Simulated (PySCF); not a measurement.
Basis-set dependence of excited states

Compound: cis-1,2-difluoroethene, C₂H₂F₂.
Z-matrix (Å and degrees, PBE0-D3(BJ)/def2-SVP geometry), rows numbered from 1:
```
F 
C   1  1.3250
C   2  1.3296  1  123.16
F   3  1.3250  2  123.19  1    -0.02
H   2  1.0926  1  115.00  3   179.96
H   3  1.0925  2  121.79  1   179.95
```

TDDFT with PBE0 (PySCF), vertical singlets, core orbitals frozen in the response, spherical d and f functions. Geometry: PBE0-D3(BJ)/def2-SVP; no solvent, vibrations or thermal averaging.

| basis | functions | diffuse | S1 (eV) | S2 (eV) | S3 (eV) | S4 (eV) | S5 (eV) | LUMO (eV) | α (au) |
| --- | --- | --- | --- | --- | --- | --- | --- | --- | --- |
| 6-31G* | 60 | no | 7.61 | 8.16 | 9.11 | 9.14 | 9.80 | 0.97 | 21.1 |
| def2-SVP | 66 | no | 7.44 | 8.07 | 8.52 | 9.00 | 9.30 | 0.61 | 21.5 |
| 6-31+G* | 76 | yes | 6.36 | 7.14 | 7.63 | 7.72 | 8.17 | 0.26 | 25.5 |
| def2-SVPD | 102 | yes | 6.65 | 7.83 | 7.83 | 8.23 | 9.05 | 0.25 | 27.7 |
| aug-cc-pVDZ | 110 | yes | 6.20 | 6.88 | 7.28 | 7.60 | 8.01 | -0.09 | 28.1 |
| def2-TZVP | 136 | no | 6.99 | 7.82 | 8.01 | 8.85 | 9.06 | 0.41 | 25.5 |
| def2-TZVPD | 172 | yes | 6.36 | 7.30 | 7.69 | 7.70 | 8.65 | 0.23 | 28.5 |
| aug-cc-pVTZ | 230 | yes | 6.20 | 6.88 | 7.25 | 7.58 | 7.82 | -0.12 | 28.6 |

Compare the sets with the largest diffuse one.

States are compared by their number. Against the largest diffuse basis here (aug-cc-pVTZ, itself not a converged limit), sets without diffuse functions differ by up to 1.41 eV in S1 and 1.98 eV in S5; the smaller diffuse sets differ by up to 0.44 and 1.23 eV. State by state, the largest deviation of a set without diffuse functions is S1 1.41, S2 1.28, S3 1.86, S4 1.56, S5 1.98 eV. The same number needn't mean the same state in each row. Against aug-cc-pVTZ the polarisability deviates by -26% in 6-31G*, -25% in def2-SVP, -11% in 6-31+G*, -3% in def2-SVPD, -2% in aug-cc-pVDZ, -11% in def2-TZVP, 0% in def2-TZVPD. A single + in a Pople set puts diffuse functions on heavy atoms only.
